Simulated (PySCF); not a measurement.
Method: PBE-D3(BJ)/def2-TZVP // PBE0-D3(BJ)/def2-SVP (PySCF). Isolated molecules, 0 K electronic values unless said otherwise. Excitations are Tamm–Dancoff values on a coarser integration grid. The basis has no diffuse functions, so Rydberg states are missing or too high.

Reference species (SMILES): `CSC` (neutral, multiplicity 1).

| Quantity | Result |
|---|---|
| HOMO–LUMO gap | 5.04 eV |
| T1 excitation (TDA) | 4.71 eV |
| S1 excitation (TDA) | 5.22 eV |
| S1 oscillator strength | 0.000 |

Changed species: `OC` (free base CH3OH; the reference has free base S(CH3)2).

Q: Predict the effect on the HOMO–LUMO gap, T1 excitation (TDA), S1 excitation (TDA) and S1 oscillator strength.

A: the HOMO–LUMO gap rises by 1.34 eV, to 6.38 eV; the T1 excitation (TDA) rises by 1.45 eV, to 6.16 eV; the S1 excitation (TDA) rises by 1.29 eV, to 6.51 eV; the S1 oscillator strength is nearly the same.
